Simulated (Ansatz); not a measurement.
A nudged elastic band was laid between two geometries of FH + H4Si (7 atoms, charge 0, multiplicity 1).

Level of theory: RKS B3LYP-D4/def2-SVP in Ansatz 0.2.0.

```yaml
movable_images: 5
climbing_image: yes
spring: 5.0 eV/Å²
optimiser: quadratic models (default)
start_path: through a guess of the saddle point
force_threshold: 0.05 eV/Å
iteration_limit: 60
end_points: relaxed
```

Initial state:

```xyz
7
Properties=species:S:1:pos:R:3
Si 0.278 0.000 -0.117
H 0.249 0.000 1.380
H 1.707 0.000 -0.542
H -0.395 1.224 -0.623
H -0.395 -1.224 -0.623
F -2.455 0.000 1.280
H -1.752 0.000 1.886
```

Final state:

```xyz
7
Properties=species:S:1:pos:R:3
Si -0.256 0.000 -0.739
H -0.515 0.000 3.439
H 1.075 0.000 -0.076
H -0.426 1.222 -1.569
H -0.426 -1.222 -1.569
F -1.407 0.000 0.419
H -0.812 0.000 2.737
```

Task: Which bonds break or form, and what moves?

Result: Bonds broken: Si1–H2, F6–H7. Bonds formed: Si1–F6, H2–H7. FH + H4Si becomes FH3Si + H2.

Task: What energy profile does the band end with?

Result: The run converged. The highest image is number 2 of 0 to 6, 133.4 kJ/mol above the first end and 227.9 kJ/mol above the last; the last end lies 94.5 kJ/mol below the first. Neighbouring images differ by up to 1.3 eV, so the band resolves the path poorly. A vibrational analysis at the climbing image gives 2 clearly imaginary modes (1187i, 113i cm⁻¹): a point of higher order. A lower path may pass nearby, or the ends, which weren't checked, may share the extra mode. The orbitals stay closed-shell, which can raise the energy where a bond breaks towards radicals; this wasn't checked here.

| image | path coordinate (Å) | energy (kJ/mol) | Si1–H2 (Å) | F6–H7 (Å) | Si1–F6 (Å) |
| --- | --- | --- | --- | --- | --- |
| 0 | 0.00 | 0.0 | 1.50 | 0.93 | 3.07 |
| 1 | 0.74 | 24.4 | 1.53 | 0.95 | 2.54 |
| 2 | 1.47 | 133.4 | 1.74 | 1.21 | 1.94 |
| 3 | 2.23 | 3.2 | 2.26 | 1.72 | 1.68 |
| 4 | 3.00 | -75.8 | 2.89 | 2.06 | 1.64 |
| 5 | 3.76 | -93.2 | 3.64 | 2.34 | 1.63 |
| 6 | 4.53 | -94.5 | 4.19 | 2.39 | 1.63 |

Task: What is the geometry of the highest image?

Result: 
```xyz
7
Properties=species:S:1:pos:R:3:forces:R:3
Si -0.194 0.000 -0.050 0.01 0.00 0.03
H 0.053 0.000 1.669 0.00 0.00 -0.01
H 1.310 0.000 -0.075 -0.01 0.00 0.00
H -0.561 1.274 -0.715 0.00 0.01 -0.01
H -0.561 -1.274 -0.715 0.00 -0.01 -0.01
F -1.888 0.000 0.899 0.02 0.00 0.00
H -0.925 0.000 1.628 -0.01 0.00 -0.01
```

Time of the run: 64 s on 1 thread of Arm Neoverse V1, on a shared host, peak memory 0.1 GiB.
